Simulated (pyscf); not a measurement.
Optimised with ωB97X-D3(BJ)/def2-SVP in PySCF.

**Question.** Estimate the classical barrier height and the reaction energy of H₂N–SiH₃ + HO–AlH₂ → H₂Al–NH–SiH₃ + H₂O at ωB97M-D3(BJ)/def2-TZVP. The step runs on the singlet surface, breaks H–N, Al–O and forms Al–N, H–O; take the separated reactants as zero.

**Answer.** ΔE‡ = -0.22 eV, ΔE = +0.37 eV. Zero-point energy shifts the barrier by +0.01 eV. It is a four-centre exchange, with an imaginary mode of 1090i cm⁻¹. On the reactant side the descent ends in an adduct with a Al–N contact, 1.22 eV under the separated species and 0.88 eV under the saddle at ωB97X-D3(BJ)/def2-TZVP. On the product side the descent ends in an adduct with a Al–O contact, 0.89 eV under the separated species and 0.24 eV under the saddle at ωB97X-D3(BJ)/def2-TZVP. At ωB97M-D3(BJ) the saddle lies under the separated reactants, which points to a path from their complex (located at ωB97X-D3(BJ) alone). At ωB97M-D3(BJ) the saddle lies under the separated products, which points to a path from their complex (located at ωB97X-D3(BJ) alone), and parting the products costs more than the saddle. What is counted as formed (Al–N) is already present as a longer contact in the reactant adduct; forming that adduct is a step of its own. What is counted as broken (Al–O) persists as a longer contact in the product adduct; parting that adduct is a step of its own. At ωB97X-D3(BJ)/def2-TZVP the barrier from the zero used here is -0.34 eV. This is the saddle that the search found; another between the same sides may lie lower.
